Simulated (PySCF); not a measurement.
Compound: disiloxane, H6OSi2.
Z-matrix (Å and degrees, GFN2-xTB geometry), rows numbered from 1:
```
Si
O   1  1.6169
Si  2  1.6168  1  170.32
H   1  1.4622  2  107.74  3   -17.51
H   1  1.4619  2  106.57  3   102.51
H   1  1.4610  2  105.84  3  -137.58
H   3  1.4613  2  105.97  1  -136.12
H   3  1.4620  2  107.56  1   -15.99
H   3  1.4618  2  106.60  1   103.90
```

A PySCF run (density fitting, gas phase, GFN2-xTB geometry) gave HOMO -8.32 eV, LUMO -0.22 eV, dipole 0.16 D.

**Question.** Which of these levels was it?
A. B3LYP/ANO-RCC-VDZP
B. OPBE/MINI
C. HCTH407/pcSseg-1
D. PBE0/pcSseg-1
E. PBE0/pcSseg-0

**Answer.** A. It is B3LYP/ANO-RCC-VDZP. All candidates on this geometry:

| level and settings | kind | basis functions | SCF cycles | E (Eh) | HOMO (eV) | LUMO (eV) | dipole (D) |
| --- | --- | --- | --- | --- | --- | --- | --- |
| HCTH407/pcSseg-1, grid level 3, fitting basis def2-universal-jkfit | GGA | 95 | 9 | -657.8932 | -7.26 | -0.88 | 0.15 |
| OPBE/MINI, damping 0.3 at the start, DIIS from the seventh cycle | GGA | 29 | 14 | -653.8823 | -7.97 | -0.94 | 0.13 |
| B3LYP/ANO-RCC-VDZP | global hybrid | 80 | 11 | -657.7007 | -8.32 | -0.22 | 0.16 |
| PBE0/pcSseg-0, fitting basis def2-universal-jkfit, energy threshold 1e-08 Eh | global hybrid | 47 | 7 | -656.6369 | -8.20 | 0.41 | 0.29 |
| PBE0/pcSseg-1 | global hybrid | 95 | 11 | -657.5071 | -8.51 | 0.11 | 0.17 |

The nearest other candidate, by the summed differences of HOMO and LUMO, is PBE0/pcSseg-1: its HOMO differs by -0.19 eV and its LUMO by +0.33 eV. Cycle counts include a coarse-grid stage where the run had one. ANO-RCC sets were contracted for a scalar-relativistic Hamiltonian, but ran non-relativistically here.
